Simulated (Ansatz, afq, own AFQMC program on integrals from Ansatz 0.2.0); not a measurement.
Two steps: Ansatz 0.2.0 writes the Fock matrix and Cholesky factors of the valence space, and afq projects on them the lowest state that overlaps trial and start.

```yaml
crystal:
  periodic: [false, false, false]
  atoms:
    - {symbol: Si, position_ang: [0.000000, 0.000000, 0.553940]}
    - {symbol: B, position_ang: [0.000000, 0.000000, -1.126763]}
    - {symbol: H, position_ang: [0.000000, -0.895532, -1.674822]}
    - {symbol: H, position_ang: [0.000000, 0.895532, -1.674822]}
basis:
  gaussian: {orbitals: cc-pVDZ}
magnetization: {spin_polarized: true, initial_magnetization: 1}
correlation: {method: ccsd_t, electrons: outside_noble_gas, hamiltonian_folder: ham}
```

```sh
$ ansatz run in.yaml --threads 1 --pin off --events-out ev --progress --plain --max-ram 1382MiB
```

afq runs on the folder ham with

```
--method free --trial cisd --walkers 60 --time-step 0.03 --max-blocks 80 --target-error 0.00036 --factor-cut 1e-05 --seed 7139 --times 0,0.3,0.6,1.2,1.8,2.4,3.6,4.8,6 --taylor-order 8
```

Times are imaginary, in 1/Eh. The walk had a cap of 1011 s.

afq prints:

```
orbitals 36  electrons 5 4  factors 285 of 402
reference energy -314.61941357 Eh
CCSD correlation -0.18172894 Eh in 10 cycles, weight of the determinant in the CISD state 0.8847
repeat  energy at the last time / Eh  error
    10  -314.804767  0.001958
    20  -314.806312  0.001504
    30  -314.807594  0.001296
    40  -314.807745  0.001061
    50  -314.807931  0.000897
    60  -314.807897  0.000797
    70  -314.807986  0.000745
    80  -314.807986  0.000688
time / (1/Eh)  energy / Eh  error  mean overlap
  0.00  -314.801175  0.000105  1.1306
  0.30  -314.804153  0.000154  1.1292
  0.60  -314.805297  0.000156  1.1399
  1.20  -314.806656  0.000169  1.1365
  1.80  -314.806644  0.000186  1.1659
  2.40  -314.807288  0.000239  1.1511
  3.60  -314.807269  0.000346  1.1751
  4.80  -314.806769  0.000379  1.2115
  6.00  -314.807986  0.000688  1.2189
energy -314.807986 +/- 0.000688 Eh
```

The run passed its tests (error under three times the target), which doesn't prove that it has relaxed.

Against this walk (error 18.7 meV) on the same determinant: CCSD(T) 51.1 meV higher, CCSDT(Q) 15.3 meV higher (within the noise). The error is statistical, and a free projection of finite length keeps a remainder of its start. The last points scatter (meV from the last: 37 ± 5 at 1.80, 19 ± 7 at 2.40, 20 ± 9 at 3.60, 33 ± 10 at 4.80, 0 ± 19 at 6.00); the last is the one printed as the energy, and the gaps above move with that scatter.

Cautions: remainder of the start not in the error; error above the target (18.7 against 9.8 meV); an unrestricted solution with more broken spin lies lower (16 meV, ⟨S²⟩ 0.93).

The walk took 8 min on 1 thread of Arm Neoverse N1, on a shared host. The log's last line is the free-projection energy.

CCSDT and higher add their correlation energy to the determinant of the CCSD(T) run, since their own runs factorise the integrals more tightly (a shift of under 2 meV). A walk keeps the symmetry of its determinant, which the program's search chose and which needn't be the lowest solution, so a lower state of the same spin and another symmetry isn't excluded.
